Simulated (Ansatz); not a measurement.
**BH2O2 radical: an energy map over angle O1–B2–O3 and angle H5–O3–B2**

How does the energy of BH2O2, SMILES O[B]O, spin multiplicity 2 change over two coordinates at once? A grid of runs gives the map.

Computed with Ansatz 0.2.0. Level: UKS r2SCAN-D4/def2-TZVP.

## (1) Starting geometry

5 atoms, charge 0, spin multiplicity 2.

Atoms are counted from 1 here; the program's logs count them from 0.

Bond lengths: O1–B2 1.359 Å, O1–H4 0.972 Å, B2–O3 1.359 Å, O3–H5 0.972 Å. Angles: B2–O1–H4 111.7°, O1–B2–O3 120.1°, B2–O3–H5 111.8°.

As a file:

```xyz
5
charge 0, multiplicity 2
O    -1.1369   -0.3662   -0.3099
B     0.0789    0.2265   -0.1756
O     0.9835   -0.2659    0.7112
H    -1.6845    0.0846   -0.9748
H     1.8088    0.2475    0.7075
```

This geometry comes from a loose relaxation at PBE in a small basis, which is not shown.

## (3) Plan of the scan

The axes are (1) angle O1–B2–O3: 11 values from 74.8 to 164.8 °; (2) angle H5–O3–B2: 11 values from 68 to 158 °.

Nothing else is relaxed (all other coordinates rigid). Energies count from the relaxed molecule at the same level.

(The set-up runs are not shown.)

## (4) The run at angle O1–B2–O3 = 146.8°, angle H5–O3–B2 = 77°

input.yaml reads:

```yaml
crystal:
  periodic: [false, false, false]
  atoms:
    - { symbol: O, position_ang: [-1.151823, 0.118377, -0.725845] }
    - { symbol: B, position_ang: [0.081463, 0.234261, -0.180981] }
    - { symbol: O, position_ang: [0.979829, -0.258791, 0.70284] }
    - { symbol: H, position_ang: [-1.333702, 0.791021, -1.387807] }
    - { symbol: H, position_ang: [1.443582, 0.488161, 0.314616] }
magnetization:
  spin_polarized: true
  initial_magnetization: 1
basis:
  gaussian: { orbitals: def2-TZVP }
hamiltonian:
  xc: r2scan
  dispersion: d4
output:
  forces: true
```

The run is started by

```bash
ansatz run input.yaml --threads 1 --pin off --max-ram 2560MiB --backend cpu --events-out ev --progress --plain --runs-dir out
```

The session goes on with these runs: all other points of the grid.

Before running it: what results should come out? Wanted: lowest point; highest computed point; dipole moment; largest force on an atom.

As calculated:

```
                       quantity                                                                                                                                    value
                   lowest point                                                                                 angle O1–B2–O3 = 119.8°, angle H5–O3–B2 = 113°, 0 kJ/mol
         highest computed point                                                                angle O1–B2–O3 = 74.8°, angle H5–O3–B2 = 68°, 612 kJ/mol above the lowest
              dipole moment (D)  0.52 at angle O1–B2–O3 = 83.8°, angle H5–O3–B2 = 158° to 2.52 at angle O1–B2–O3 = 92.8°, angle H5–O3–B2 = 68°; 1.63 at the lowest point
largest force on an atom (eV/Å)   0.0 at angle O1–B2–O3 = 119.8°, angle H5–O3–B2 = 113° to 14.7 at angle O1–B2–O3 = 74.8°, angle H5–O3–B2 = 68°; 0.0 at the lowest point
        time for the whole task                                                                                                          11 min on 1 thread, shared host
```

In words: The lowest computed point is at angle O1–B2–O3 = 119.8°, angle H5–O3–B2 = 113°, 0 kJ/mol from the relaxed molecule at the same level. No other kind of well shows on this grid. The highest computed point, angle O1–B2–O3 = 74.8°, angle H5–O3–B2 = 68°, lies 612 kJ/mol above the lowest. Round the minimum the valley is somewhat tilted: raising angle O1–B2–O3 shifts the best value of angle H5–O3–B2 downwards (coupling k₁₂/√(k₁₁k₂₂) about 0.1).
